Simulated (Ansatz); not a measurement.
# SiH₄ (triplet): the correlation ladder at distance Si1–H2 = 1.350 Å, 6-31G

How much of the correlation energy of SiH₄ (triplet) does each wave-function method recover here?

Method: 6-31G, core rule «outside noble gas», up to 5 orbitals frozen; program: Ansatz 0.2.0, Gaussian basis.

The runs, in order: UHF; CCSD(T) on ROHF; CCSD(T) on UHF; BCCD(T) on ROHF; CISD; CCSDT(Q) on ROHF; CCSDT(Q) on UHF; CISDTQ; CCSDTQ on ROHF; CCSDTQ on UHF; CASSCF and MRCISD+Q, 4 electrons in 4 orbitals; CASSCF and NEVPT2, 4 electrons in 4 orbitals; CASSCF and MRCISD+Q, 8 electrons in 8 orbitals; CASSCF and NEVPT2, 8 electrons in 8 orbitals; Full CI.

19 further runs of the same task are left out: 12 that didn't finish, 7 set aside as unsound or not needed.

## Step 1: The geometry

The geometry derives from a PBE0/def2-TZVP stationary point (not a proven minimum). One bond is set to the value named and the two fragments are kept rigid.

5 atoms, charge 0, spin multiplicity 3.

Atoms are counted from 1 here; the program's logs count them from 0.

Bond lengths: Si1–H2 1.350 Å, Si1–H3 1.529 Å, Si1–H4 1.529 Å, Si1–H5 1.529 Å. Angles: H2–Si1–H3 90.0°, H2–Si1–H4 90.0°, H2–Si1–H5 180.0°, H3–Si1–H4 180.0°, H3–Si1–H5 90.0°, H4–Si1–H5 90.0°.

As a file:

```
Si   -0.00004    0.00399    0.00396
H    -0.01022    0.96188    0.95520
H    -0.01654   -1.07364    1.08895
H     0.01646    1.08162   -1.08102
H     0.01148   -1.08112   -1.07361
```

## Step 2: UHF

The input, in.yaml:

```yaml
crystal:
  periodic: [false, false, false]
  atoms:
    - {symbol: Si, position_ang: [-0.000042, 0.003993, 0.003965]}
    - {symbol: H, position_ang: [-0.010216, 0.961878, 0.955202]}
    - {symbol: H, position_ang: [-0.016539, -1.073639, 1.088952]}
    - {symbol: H, position_ang: [0.016455, 1.081624, -1.081022]}
    - {symbol: H, position_ang: [0.011483, -1.081115, -1.073611]}
basis:
  gaussian: {orbitals: 6-31G}
magnetization: {spin_polarized: true, initial_magnetization: 2}
hamiltonian: {xc: hf}
output: {orbitals: {seedname: orbitals}}
```

On the command line:

```bash
ansatz run in.yaml --threads 1 --pin off --events-out ev --progress --plain --max-ram 2393MiB
```

After this run come: CCSD(T) on ROHF; CCSD(T) on UHF; BCCD(T) on ROHF; CISD; CCSDT(Q) on ROHF; CCSDT(Q) on UHF; CISDTQ; CCSDTQ on ROHF; CCSDTQ on UHF; CASSCF and MRCISD+Q, 4 electrons in 4 orbitals; CASSCF and NEVPT2, 4 electrons in 4 orbitals; CASSCF and MRCISD+Q, 8 electrons in 8 orbitals; CASSCF and NEVPT2, 8 electrons in 8 orbitals; Full CI.

**Question.** What will the summary of the whole plan be? Wanted: FCI below the RHF energy; RMP2 from FCI; UMP2 from FCI; RCCSD from FCI; RCCSD(T) from FCI; UCCSD(T) from FCI; RCCSDT(Q) from FCI; UCCSDT(Q) from FCI; NEVPT2 pair from FCI.

As calculated:

| quantity | value |
| --- | --- |
| FCI below the RHF energy | -2.5362 eV |
| RMP2 from FCI | +791.3 meV |
| UMP2 from FCI | +799.7 meV |
| RCCSD from FCI | +45.1 meV |
| RCCSD(T) from FCI | +11.9 meV |
| UCCSD(T) from FCI | +13.7 meV |
| RCCSDT(Q) from FCI | -0.4 meV |
| UCCSDT(Q) from FCI | -0.5 meV |
| NEVPT2 pair from FCI | +596.2 meV |
| MRCISD+Q pair from FCI | -18.7 meV |
| NEVPT2 valence from FCI | +192.2 meV |
| levels within 1 kcal/mol (43 meV) | RCCSD(T), UCCSD(T), BCCD(T), RCCSDT, UCCSDT, CISDTQ, RCCSDT(Q), UCCSDT(Q), RCCSDTQ, UCCSDTQ, MRCISD+Q pair, MRCISD valence, MRCISD+Q valence |
| T1 diagnostic | 0.018 |
| effectively unpaired electrons | 2.03 |

RCCSD(T) lands +11.9 meV from the yardstick (0.5 % of the correlation energy). MRCISD+Q pair falls below full CI: the +Q correction isn't variational, and the cores differ from full CI's. One determinant dominates. Of the multireference levels listed MRCISD+Q valence comes nearest in total energy (+3.3 meV), which doesn't show that its space is the better one. These misses are within one basis, not against nature; the frozen cores of restricted and unrestricted runs differ, which can shift their rows.
